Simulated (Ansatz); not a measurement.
# Relaxing BeMo

Theory: DFT PBE, scalar-relativistic, plane waves, PAW in Ansatz 0.2.0. Cutoff 420 eV, Γ-centred k mesh, Gaussian smearing, no spin polarisation in the final step.

The start puts BeMo on the zinc blende structure type (F-43m, No. 216), with Be in place of Zn, Mo in place of S, at a guessed volume.

```
CELL_PARAMETERS angstrom
0.00000 2.31830 2.31830
2.31830 0.00000 2.31830
2.31830 2.31830 0.00000
ATOMIC_POSITIONS crystal
Be 0.00000 0.00000 0.00000
Mo 0.75000 0.75000 0.75000
```

Cell and atoms relax at zero pressure; the relaxation can't lower the symmetry of the start. After a coarse first stage the cell is made exact in the group found at 0.06 Å.

The zero of energy is the elements' standard structures at the same level; no fitted shifts are applied.

(1) Describe the relaxed structure.

(2) What are its volume, energy, density and gap?

## Answers

(1) It keeps F-43m (No. 216). The result has the zinc blende structure. Conventional cell: a = 5.025 Å. Be has 4 Mo at 2.18 Å; Mo has 4 Be at 2.18 Å.

```
Be Mo
1.0
     0.00000    2.51268    2.51268
     2.51268    0.00000    2.51268
     2.51268    2.51268    0.00000
Be Mo
1 1
Direct
  0.00000 0.00000 0.00000
  0.75000 0.75000 0.75000
```

(2) The volume per atom is 15.86 Å³. The density is 5.49 g/cm³ and the energy over the elements is 1.82 eV/atom. The gap on the 20×20×20 mesh is 0 eV (a metal).

The final run used a 20×20×20 mesh on its 2-atom cell and 0.10 eV smearing. The k mesh leaves about 4 meV/atom of noise in metals. Symmetry constrained the relaxation, so the result can be a saddle point.

Cost: 3 runs of about 1.2 core-minutes in all, on Arm Neoverse N1 (shared hosts).